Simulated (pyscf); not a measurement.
Single points on ωB97X-D3(BJ)/def2-SVP structures (PySCF, gas phase). Correlated levels are frozen-core, on RHF or UHF. ΔMP2 is the change of the MP2 total energy from the triple- to the quadruple-zeta basis.

**Question.** PBE/def2-TZVP puts the barrier of HO–InH–AsH₂ → H₂As–In [singlet] + water (H₂O) (1,1-elimination; singlet surface; In–O, H–In broken, H–O formed) at 35.1 kcal/mol and the reaction energy at +2.3 kcal/mol, from the reactant's lowest minimum found. What do B3LYP-D3(BJ)/def2-TZVP, PBE0-D3(BJ)/def2-TZVP, CCSD(T)/def2-TZVPP + ΔMP2(QZVPP) give on the same structures?

**Answer.** B3LYP-D3(BJ): ΔE‡ = 40.9 kcal/mol, ΔE = +0.3 kcal/mol; PBE0-D3(BJ): ΔE‡ = 42.3 kcal/mol, ΔE = +3.3 kcal/mol; CCSD(T): ΔE‡ = 44.8 kcal/mol, ΔE = +2.8 kcal/mol. PBE's barrier lies under all of them, by 5.8 to 9.7 kcal/mol. Its reaction energy lies among theirs. Low barriers are usual for a GGA, whose delocalisation error favours stretched bonds. On the product side the descent ends in a bound adduct, 10.0 kcal/mol under the separated species and 52.8 kcal/mol under the saddle at ωB97X-D3(BJ)/def2-TZVP. At ωB97X-D3(BJ)/def2-TZVP the barrier from the zero used here is 49.5 kcal/mol. One saddle was located; it need not be the lowest between these sides. The CCSD(T) − MP2 part came from Ansatz, without density fitting, on the same reference. The frozen core leaves the outer d or s,p core shells of the metals and heavy elements correlated in the MP2 and CC values, and def2-TZVPP describes them poorly, which can shift differences by a few kcal/mol. Elements up to Kr have no core potential and no relativistic terms here. Elements past Kr carry the def2 core potentials, without spin-orbit coupling.
